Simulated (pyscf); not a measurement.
Single points on ωB97X-D3(BJ)/def2-SVP structures (PySCF, gas phase). Correlated levels are frozen-core, on RHF or UHF. ΔMP2 is the change of the MP2 total energy from the triple- to the quadruple-zeta basis.

### Question
PBE/def2-TZVP puts the barrier of CH₄ (SMILES C) + Cl–SiH₂–Cl (SMILES Cl[SiH2]Cl) → H₃C–SiH₂–Cl (SMILES C[SiH2]Cl) + HCl (SMILES Cl) (four-centre exchange; singlet surface; C–H, Cl–Si broken, C–Si, Cl–H formed) at 227.8 kJ/mol and the reaction energy at +97.1 kJ/mol, from the separated reactants. What do r²SCAN/def2-TZVP, M06-2X/def2-TZVP, CCSD(T)/def2-TZVPP + ΔMP2(QZVPP) give on the same structures?

### Answer
r²SCAN: ΔE‡ = 238.4 kJ/mol, ΔE = +100.8 kJ/mol; M06-2X: ΔE‡ = 250.6 kJ/mol, ΔE = +101.1 kJ/mol; CCSD(T): ΔE‡ = 260.6 kJ/mol, ΔE = +93.9 kJ/mol. PBE's barrier lies under all of them, by 10.6 to 32.8 kJ/mol. Its reaction energy lies among theirs. This is the saddle that the search found; another between the same sides may lie lower. The CCSD(T) − MP2 part came from Ansatz, without density fitting, on the same reference.
